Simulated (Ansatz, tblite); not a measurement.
# The cluster Tl₃+: a ladder of methods and basis sets

One table from this session's results is given with a row withheld; the runs are named, their logs left out.

Program: Ansatz 0.2.0, Gaussian basis. Level of theory: as each input shows. These are calculated values, not measurements.

The runs, in order: GFN1-xTB, GFN2-xTB, PBE-D4/def2-TZVP, r2SCAN-D4/def2-TZVP, PBE-QIDH/def2-TZVP, B3LYP-D4/def2-TZVP, revPBE-D4/def2-TZVP, HSE06-D4/def2-TZVP, ωB97M-V/def2-TZVP, PBE+5HF/def2-TZVP, PBE+10HF/def2-TZVP, PBE+15HF/def2-TZVP, PBE+35HF/def2-TZVP, PBE+50HF/def2-TZVP, PBE-D4/def2-SVP, PBE0-D4/def2-SVP, CCSD(T)/def2-TZVPP, MP2/def2-TZVP, RPA/def2-TZVP.

## The relaxed structure

The singlet was relaxed beforehand with PBE-D4/def2-SVP. At that level it is the lowest of the isomers that a small search found.

3 atoms, charge 1, spin multiplicity 1.

No contacts short enough for the rule that draws bonds.

Tl takes a core potential in the def2 sets. No spin-orbit coupling is included. The ion is computed in the gas phase, without counter-ions or solvent.

PBE0-D4/def2-TZVP was run before; its log isn't repeated, and its numbers join the tables.

Set-up of the first run:

Tight binding, by tblite at 300 K electronic temperature and without a spin-polarisation term:

```python
tblite.interface.Calculator('GFN1-xTB', numbers, positions, charge=1, uhf=0).singlepoint()
```

Tight binding, by tblite at 300 K electronic temperature and without a spin-polarisation term:

```python
tblite.interface.Calculator('GFN2-xTB', numbers, positions, charge=1, uhf=0).singlepoint()
```

start.molden holds the orbitals of an earlier run on this state, given as this run's starting guess.

Contents of in.yaml:

```yaml
crystal:
  periodic: [false, false, false]
  atoms:
    - {symbol: Tl, position_ang: [-1.051634, 0.017392, -1.872449]}
    - {symbol: Tl, position_ang: [1.636756, 1.351936, 0.324775]}
    - {symbol: Tl, position_ang: [-0.585132, -1.369327, 1.547674]}
basis:
  gaussian: {orbitals: def2-TZVP, initial_orbitals: start.molden}
total_charge: 1
hamiltonian: {xc: pbe, dispersion: d4}
scf: {omitted_lower_state_checks: [starts]}
output: {orbitals: {seedname: orbitals}}
```

Started as:

```sh
$ ansatz run in.yaml --threads 4 --pin off --events-out ev --progress --plain --max-ram 3916MiB
```

Among the steps run: PBE-D4/def2-TZVP; r2SCAN-D4/def2-TZVP; PBE-QIDH/def2-TZVP; B3LYP-D4/def2-TZVP; revPBE-D4/def2-TZVP; HSE06-D4/def2-TZVP; ωB97M-V/def2-TZVP; PBE+5HF/def2-TZVP; PBE+10HF/def2-TZVP; PBE+15HF/def2-TZVP; PBE+35HF/def2-TZVP; PBE+50HF/def2-TZVP; PBE-D4/def2-SVP; PBE0-D4/def2-SVP; CCSD(T)/def2-TZVPP; MP2/def2-TZVP; RPA/def2-TZVP.

One table of the session follows, with a row left open; its other results are not shown here.

| level | HOMO (eV) | LUMO (eV) | gap (eV) |
| --- | --- | --- | --- |
| PBE-D4/def2-SVP | -7.27 | -6.98 | 0.28 |
| PBE-D4/def2-TZVP | -7.25 | -6.97 | 0.28 |
| revPBE-D4/def2-TZVP | -7.16 | -6.85 | 0.31 |
| r2SCAN-D4/def2-TZVP | -7.34 | -6.76 | 0.59 |
| B3LYP-D4/def2-TZVP | -7.70 | -6.55 | 1.15 |
| PBE0-D4/def2-SVP | -7.79 | -6.31 | 1.48 |
| PBE0-D4/def2-TZVP | -7.78 | -6.29 | 1.49 |
| HSE06-D4/def2-TZVP | ? | ? | ? |
| ωB97M-V/def2-TZVP | -9.16 | -4.75 | 4.41 |
| PBE+5HF/def2-TZVP | -7.35 | -6.83 | 0.52 |
| PBE+10HF/def2-TZVP | -7.46 | -6.69 | 0.76 |
| PBE+15HF/def2-TZVP | -7.56 | -6.56 | 1.01 |
| PBE+35HF/def2-TZVP | -8.00 | -6.02 | 1.97 |
| PBE+50HF/def2-TZVP | -8.33 | -5.63 | 2.70 |

Estimate the missing values for HSE06-D4/def2-TZVP.

As computed: HOMO (eV): -7.44; LUMO (eV): -6.65; gap (eV): 0.79. In the column «HOMO (eV)» it lies between PBE+10HF/def2-TZVP (-7.46) and PBE+5HF/def2-TZVP (-7.35).
